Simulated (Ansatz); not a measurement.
Mulliken charges of H3NSSi (`N[Si]S`) from B3LYP/def2-TZVPP in Ansatz (PBE0-D4/def2-TZVP geometry).

```tsv
atom	x (Å)	y (Å)	z (Å)	charge (e)
N1	-0.870	0.239	-0.784	-0.322
Si2	0.168	-0.982	-0.192	0.212
S3	1.209	0.230	1.262	-0.286
H4	-0.921	1.204	-0.493	0.142
H5	-1.533	0.027	-1.512	0.146
H6	1.989	-0.781	1.673	0.108
```

By hand: the dipole of these point charges (1 e Å = 4.8032 D).

Σ q r = (-0.170, -0.260, -0.259) e Å, of length 0.404 e Å = 1.94 D.

How does the dipole of the full density compare? (Best estimate.)

The calculation gave: (-0.227, 0.089, -0.192) e Å, 1.49 D; the point charges give 1.30 times that, at 59° from its direction.

Point charges leave out the atoms' own dipoles, such as those of lone pairs, and Mulliken's split depends on the basis, so the two needn't agree.

B3LYP here is the variant with VWN-RPA as its local correlation; programs differ in this.
